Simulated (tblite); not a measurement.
Phosphabenzene, C5H5P.
SMILES with atom numbers: `[cH:1]1[cH:2][cH:3][p:4][cH:5][cH:6]1` (hydrogens: H7 on C1; H8 on C2; H9 on C3; H10 on C5; H11 on C6)

Computed with GFN2-xTB (tblite), gas phase: L-BFGS steps from a force-field or distance-geometry start until the largest atomic force falls under 0.01 eV/Å.

Step 0: E = -427.6286 eV
```
atom  x, y, z in Å  |  force x, y, z in eV/Å
C1     -0.0258    1.0732   -0.0547   -1.092   1.931  -0.156
C2     -1.2394    0.4260   -0.0317   -1.013  -0.478   0.169
C3     -1.3843   -0.9473    0.0475    0.893   0.656  -0.117
P4      0.0709   -1.9010    0.0819   -0.008  -2.159   0.153
C5      1.4518   -0.8531    0.0465   -1.253   0.551  -0.104
C6      1.1985    0.5004   -0.0289    2.145   0.031   0.055
H7     -0.0803    2.1757   -0.1105    0.130  -0.610   0.029
H8     -2.1467    1.0151   -0.0459   -0.002   0.195  -0.048
H9     -2.3692   -1.4214    0.0684    0.557   0.115  -0.004
H10     2.4617   -1.2293    0.0615   -0.145  -0.171   0.015
H11     2.0683    1.1643   -0.0602   -0.211  -0.061   0.006
```

Step 1: E = -427.7579 eV
```
atom  x, y, z in Å  |  force x, y, z in eV/Å
C1     -0.0414    1.1008   -0.0569    0.437  -0.561  -0.015
C2     -1.2539    0.4191   -0.0292    0.218   0.703   0.071
C3     -1.3716   -0.9379    0.0458    0.622  -0.596  -0.032
P4      0.0708   -1.9318    0.0841   -0.136  -1.149   0.100
C5      1.4339   -0.8452    0.0450   -0.417  -0.297  -0.048
C6      1.2292    0.5009   -0.0281   -1.020   0.801  -0.005
H7     -0.0785    2.1670   -0.1101    0.004   0.433  -0.025
H8     -2.1467    1.0179   -0.0466   -0.271   0.190  -0.037
H9     -2.3613   -1.4197    0.0683    0.686   0.189  -0.008
H10     2.4596   -1.2317    0.0617   -0.592  -0.038   0.009
H11     2.0653    1.1634   -0.0601    0.469   0.325  -0.010
```

Problem. Estimate the geometry and energy of step 2. (The exact step hangs on the optimiser's Hessian estimate; all steps are aligned on step 1, rigid shifts and turns removed.)

Solution. E = -427.8237 eV, largest force 0.662 eV/Å
```
atom  x, y, z in Å  |  force x, y, z in eV/Å
C1     -0.0402    1.1014   -0.0578    0.164  -0.190  -0.010
C2     -1.2552    0.4266   -0.0275    0.342   0.042   0.070
C3     -1.3593   -0.9431    0.0449    0.522  -0.149  -0.036
P4      0.0689   -1.9566    0.0861    0.016  -0.553   0.063
C5      1.4229   -0.8469    0.0439   -0.421  -0.083  -0.046
C6      1.2245    0.5118   -0.0279   -0.660   0.045   0.017
H7     -0.0779    2.1703   -0.1103   -0.006   0.386  -0.024
H8     -2.1504    1.0213   -0.0473   -0.246   0.141  -0.026
H9     -2.3496   -1.4167    0.0682    0.582   0.130  -0.008
H10     2.4510   -1.2330    0.0619   -0.627   0.004   0.005
H11     2.0708    1.1676   -0.0602    0.334   0.226  -0.005
```

The energy changes by -0.0658 eV. The first-order estimate −F·Δx gives -0.0845 eV and the mean of the old and new forces, exact on a quadratic surface, -0.0660 eV. The step makes an angle of 30° with the force vector and moves no atom by more than 0.025 Å.

What follows is the cost of the whole relaxation. The run took under 0.1 s of wall time on an Arm Neoverse V2 with one thread, shared host.
